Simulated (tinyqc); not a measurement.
The integration grid: Kohn-Sham B3LYP on finer and finer grids in the sto-6g basis, for H2O, spin multiplicity 1. Computed by the program tinyqc with PySCF. Command: `OMP_NUM_THREADS=1 python tinyqc.py 110696 110697 out.jsonl`; one thread of a shared host (Intel(R) Xeon(R) Processor @ 2.60GHz), about 5 s.

Geometry (angstrom):

| atom | x | y | z |
|---|---|---|---|
| O | 0.0000 | 0.0000 | 0.0000 |
| H | 0.0000 | 0.9190 | 0.5900 |
| H | 0.0000 | -0.9190 | 0.5900 |

Self-consistent on each grid; the net force on the molecule should vanish.

Kohn-Sham energy on Becke grids (radial x angular points per atom):

| grid | points | residual of the electron count | E (hartree) | E - finest (mhartree) | largest net force without grid terms (hartree/bohr) |
|---|---|---|---|---|---|
| 10 x 14 | 416 | 7.56e-03 | -76.05543 | -29.81831 | 4.31e-02 |
| 15 x 26 | 1164 | 2.54e-03 | -76.02170 | 3.90826 | 2.50e-03 |
| 20 x 50 | 2992 | 2.37e-04 | -76.02770 | -2.08418 | 6.03e-03 |
| 30 x 86 | 7728 | 9.09e-05 | -76.02567 | -0.05631 | 4.70e-04 |
| 50 x 194 | 29080 | -1.07e-06 | -76.02561 | 0.00040 | 1.11e-05 |
| 75 x 302 | 67852 | 3.02e-07 | -76.02561 | -0.00044 | 3.43e-07 |
| 120 x 590 | 212190 | 7.09e-09 | -76.02561 | 0.00000 | 2.14e-07 |

The energy is within 0.1 mhartree of the finest grid first at 30 x 86. The error has both signs, since quadrature is not variational. The electron count and the net force are cheap signs of a poor grid.
